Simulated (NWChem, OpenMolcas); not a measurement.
How methods differ on BOF (fluoro(oxo)borane)

The species is BOF (3 atoms), meant as a singlet with charge 0. As SMILES, `O=BF`. The coordinates come from a PBE0-D4/def2-TZVP relaxation.

| atom | x (Å) | y (Å) | z (Å) |
| --- | --- | --- | --- |
| O | 0.9831 | -0.5651 | 0.4799 |
| B | 0.0203 | -0.0116 | 0.0099 |
| F | -1.0034 | 0.5768 | -0.4898 |

Quantity: the dipole moment, in D. The values are calculated.

| level | kind | program | value (D) | CPU time |
| --- | --- | --- | --- | --- |
| HF/cc-pVTZ | Hartree–Fock | NWChem | 2.39 | 25 s |
| SVWN5/cc-pVTZ | LDA | NWChem | 2.02 | 16 s |
| BLYP/cc-pVTZ | GGA | OpenMolcas | 2.03 | 13 s |
| r2SCAN/cc-pVTZ | meta-GGA | OpenMolcas | 2.11 | 16 s |
| BHLYP/cc-pVTZ | global hybrid | OpenMolcas | 2.20 | 12 s |
| PBE0/cc-pVTZ | global hybrid | NWChem | 2.11 | 18 s |
| CAM-B3LYP/cc-pVTZ | range-separated hybrid | NWChem | 2.14 | 58 s |
| wB97X/cc-pVTZ | range-separated hybrid | NWChem | 2.17 | 61 s |

The values span 2.02 to 2.39 D. CPU times are rough (shared hosts, several kinds of processor): they show what a rung costs within a factor of a few.
